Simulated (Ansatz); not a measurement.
Program: Ansatz. Geometries: PBE0-D4/def2-TZVP. ΔE: electronic, gas phase. CCSD(T)/CBS is the MP2 limit (def2-TZVPP, def2-QZVPP) plus CCSD(T) − MP2 in def2-TZVPP, frozen cores. This one scheme is used for every species. Functionals use def2-TZVPP. B3LYP here is the variant with VWN-RPA as its local correlation; programs differ in this. Each species was taken in one conformer, which may not be the lowest.

`C#CCOCC` + H–F → `C#CCOCF` + CH₄  (substitution at a C–C bond)

CCSD(T)/CBS gives +15.3 kJ/mol.

Q: Another level gave -5.2 kJ/mol. Which?
A. B3LYP/def2-TZVPP
B. PBE0/def2-TZVPP
C. PBE/def2-TZVPP
D. CCSD(T)/def2-TZVPP

A: A. B3LYP -5.2, PBE -0.8, CCSD(T)/def2-TZVPP 10.3, PBE0 4.1 kJ/mol.

Largest T1 diagnostic among the species: 0.012.

In def2-TZVPP, CCSD(T) changes the Hartree–Fock value by +17.2 kJ/mol (the triples alone add +0.6 kJ/mol) and MP2 by +24.8 kJ/mol. From PBE to PBE0 (25 % exact exchange), in def2-TZVPP and without D4, ΔE moves by +5.0 kJ/mol. The D4 term adds +5.1 kJ/mol with B3LYP and +2.9 kJ/mol with PBE0; it sums over pairs of atoms, weighted by their polarisabilities, and B3LYP, whose exchange is more repulsive, gets the larger term.
